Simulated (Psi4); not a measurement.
# CH5BO (SMILES CBO): TPSS/def2-SVP (density fitting with cc-pvtz-jkfit, sweep point 4)

What is the vertical ionisation energy of CH5BO at TPSS/def2-SVP (density fitting with cc-pvtz-jkfit, sweep point 4)? 

The results are computed with Psi4 1.11.

3 further runs of the same task are left out: 3 that didn't finish.

**1. The molecule**

CH5BO: 8 atoms, total charge 0, spin state singlet. SMILES: `CBO`. The shape is that of a PBE0-D4/def2-TZVP optimisation. This is one conformer, not always the lowest.

Bond lengths: C1–B2 1.559 Å, B2–O3 1.357 Å, C1–H4 1.092 Å, C1–H5 1.096 Å, C1–H6 1.096 Å, B2–H7 1.207 Å, O3–H8 0.960 Å. Angles: C1–B2–O3 119.4°, C1–B2–H7 121.8°, O3–B2–H7 118.7°, B2–C1–H4 113.4°, B2–C1–H5 110.2°, B2–C1–H6 110.2°, B2–O3–H8 113.1°, H4–C1–H5 108.7°, H4–C1–H6 108.7°, H5–C1–H6 105.3°.

**2. A single-point energy at TPSS/def2-SVP (density fitting with cc-pvtz-jkfit, sweep point 4)**

Input file calc.dat:

```
memory 1600 MB

molecule m {
  0 1
  C     -1.16898458     1.34227247    -0.61340510
  B      0.96149265    -0.45372324     0.34052865
  O      0.45485708    -2.94476022     0.67198661
  H     -2.96365748     0.38021290    -0.94372923
  H     -0.58298051     2.27730895    -2.36574814
  H     -1.47493124     2.87257268     0.74776463
  H      3.06230118     0.30821433     0.79519675
  H      1.88632462    -3.88981225     1.26177013
  units bohr
  symmetry c1
}

set globals {
  reference rks
  puream true
  scf_type df
  dft_radial_points 99
  dft_spherical_points 590
  df_basis_scf cc-pvtz-jkfit
}

E, wfn = energy("tpss/def2-SVP", return_wfn=True)
```

Started as:

```console
psi4 calc.dat calc.out -n 1
```

calc.out, shortened:

```text
[...]
  Running in c1 symmetry.
[...]
  Nuclear repulsion =   66.592600909552957
[...]
  Multiplicity = 1
[...]
  Nalpha       = 12
  Nbeta        = 12
[...]
    Number of basis functions: 67
[...]
   @DF-RKS iter   1:  -140.77224615052728   -2.20852e-01   1.33391e-02 ADIIS/DIIS
[...]
   @DF-RKS iter   9:  -141.15804525367980   -9.35805e-09   1.90928e-07 DIIS
[...]
    Orbital Energies [Eh]
    ---------------------
    Doubly Occupied:
       1A    -18.912533     2A     -9.968839     3A     -6.609978
       4A     -0.948264     5A     -0.632239     6A     -0.505362
       7A     -0.408260     8A     -0.358238     9A     -0.344429
      10A     -0.327722    11A     -0.310510    12A     -0.261849
[...]
  @DF-RKS Final Energy:  -141.15804525367980
   => Energetics <=
    Nuclear Repulsion Energy =             66.5926009095529565
    One-Electron Energy =                -322.6144591888048012
    Two-Electron Energy =                 134.8539477137608458
    DFT Exchange-Correlation Energy =     -19.9901346881888031
    Empirical Dispersion Energy =           0.0000000000000000
    VV10 Nonlocal Energy =                  0.0000000000000000
    Total Energy =                       -141.1580452536798020
[...]
 Multipole Moments:
 ------------------------------------------------------------------------------------
     Multipole            Electronic (a.u.)      Nuclear  (a.u.)        Total (a.u.)
 ------------------------------------------------------------------------------------
 L = 1.  Multiply by 2.5417464519 to convert [e a0] to [Debye]
 Dipole X            :          1.0395057           -0.6891150            0.3503907
 Dipole Y            :         -2.9224535            2.7164517           -0.2060018
 Dipole Z            :          0.8578785           -0.7182437            0.1396348
 Magnitude           :                                                    0.4297770
[...]
```

It took 49 s on 1 thread of AMD EPYC 7R43 (Zen 3), shared host; peak memory 1.2 GiB.

**3. The doublet cation at the same level**

Input file ch5bo.dat:

```
memory 1600 MB

molecule {
  1 2
  C     -1.16898458     1.34227247    -0.61340510
  B      0.96149265    -0.45372324     0.34052865
  O      0.45485708    -2.94476022     0.67198661
  H     -2.96365748     0.38021290    -0.94372923
  H     -0.58298051     2.27730895    -2.36574814
  H     -1.47493124     2.87257268     0.74776463
  H      3.06230118     0.30821433     0.79519675
  H      1.88632462    -3.88981225     1.26177013
  units bohr
  symmetry c1
}

set basis def2-SVP
set reference uks
set puream true
set scf_type df
set dft_radial_points 99
set dft_spherical_points 590
set df_basis_scf cc-pvtz-jkfit
set maxiter 150

E = energy("tpss")
```

Started as:

```console
psi4 -n 1 ch5bo.dat ch5bo.out
```

ch5bo.out, shortened:

```text
[...]
  Running in c1 symmetry.
[...]
  Nuclear repulsion =   66.592600909552957
[...]
  Multiplicity = 2
[...]
  Nalpha       = 12
  Nbeta        = 11
[...]
    Number of basis functions: 67
[...]
   @DF-UKS iter   1:  -140.48639143421471    6.50029e-02   1.10884e-02 ADIIS/DIIS
[...]
   @DF-UKS iter  10:  -140.76338692388961   -9.17074e-08   9.77107e-07 DIIS
[...]
   @S^2 Observed:                7.541298612E-01
[...]
    Orbital Energies [Eh]
    ---------------------
    Alpha Occupied:
       1A    -19.215567     2A    -10.255530     3A     -6.932547
       4A     -1.239614     5A     -0.913927     6A     -0.788092
       7A     -0.725307     8A     -0.638831     9A     -0.621975
      10A     -0.600800    11A     -0.583327    12A     -0.580348
    Alpha Virtual:
      13A     -0.289616    14A     -0.178117    15A     -0.129548
      16A     -0.094110    17A     -0.088990    18A     -0.082148
      19A     -0.033784    20A      0.005956    21A      0.032306
      22A      0.075737    23A      0.078296    24A      0.211428
      25A      0.240956    26A      0.262131    27A      0.325319
[...]
  @DF-UKS Final Energy:  -140.76338692388961
   => Energetics <=
    Nuclear Repulsion Energy =             66.5926009095529565
    One-Electron Energy =                -315.7728920561820587
    Two-Electron Energy =                 128.0433783354803552
    DFT Exchange-Correlation Energy =     -19.6264741127408833
    Empirical Dispersion Energy =           0.0000000000000000
    VV10 Nonlocal Energy =                  0.0000000000000000
    Total Energy =                       -140.7633869238896125
[...]
 Multipole Moments:
 ------------------------------------------------------------------------------------
     Multipole            Electronic (a.u.)      Nuclear  (a.u.)        Total (a.u.)
 ------------------------------------------------------------------------------------
 L = 1.  Multiply by 2.5417464519 to convert [e a0] to [Debye]
 Dipole X            :          1.4058829           -0.6891150            0.7167678
 Dipole Y            :         -2.3603172            2.7164517            0.3561345
 Dipole Z            :          0.8550049           -0.7182437            0.1367612
 Magnitude           :                                                    0.8119677
[...]
```

Wall time 98 s (1 thread of AMD EPYC 7R43 (Zen 3), shared host); peak memory 1.2 GiB.

**4. What came out**

At TPSS/def2-SVP (density fitting with cc-pvtz-jkfit, sweep point 4):

| quantity | value |
| --- | --- |
| singlet CH5BO: total energy | -141.15805 Eh |
| singlet CH5BO: dipole moment | 1.09 D |
| singlet CH5BO: HOMO energy | -7.13 eV |
| singlet CH5BO: LUMO energy | -0.38 eV |
| singlet CH5BO: HOMO–LUMO gap | 6.74 eV |
| doublet cation: total energy | -140.76339 Eh |
| doublet cation: HOMO energy (highest over α and β) | -15.76 eV |
| doublet cation: LUMO energy (lowest over α and β) | -14.33 eV |
| doublet cation: ⟨S²⟩ | 0.754 |
| vertical ionisation energy (to the doublet cation) | 10.739 eV |

Removing an electron at fixed nuclei costs 10.74 eV (1036 kJ/mol). The negative HOMO energy of the first species, 7.13 eV, lies 3.61 eV below that difference.
